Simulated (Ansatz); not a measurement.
Input for Ansatz (development build ahead of 0.2.0):

```yaml
crystal:
  periodic: [false, false, false]
  atoms:
    - { symbol: C, position_ang: [-0.02672, -0.42492, -0.09245] }
    - { symbol: O, position_ang: [-0.01462, -0.42676, 1.18499] }
    - { symbol: "N", position_ang: [0.04844, 0.668, -0.85783] }
    - { symbol: H, position_ang: [0.04993, -1.36023, -0.64199] }
    - { symbol: H, position_ang: [-0.02392, 0.57221, -1.89689] }
    - { symbol: H, position_ang: [-0.04206, 1.61317, -0.40962] }
basis:
  gaussian: { orbitals: cc-pVTZ }
hamiltonian:
  xc: hf
```

The input is written out in the form of the current development build from the run's settings.

The run gave:

- Converged: yes
- Total energy: -168.98505 hartree
- Spin squared of the determinant: 0.000
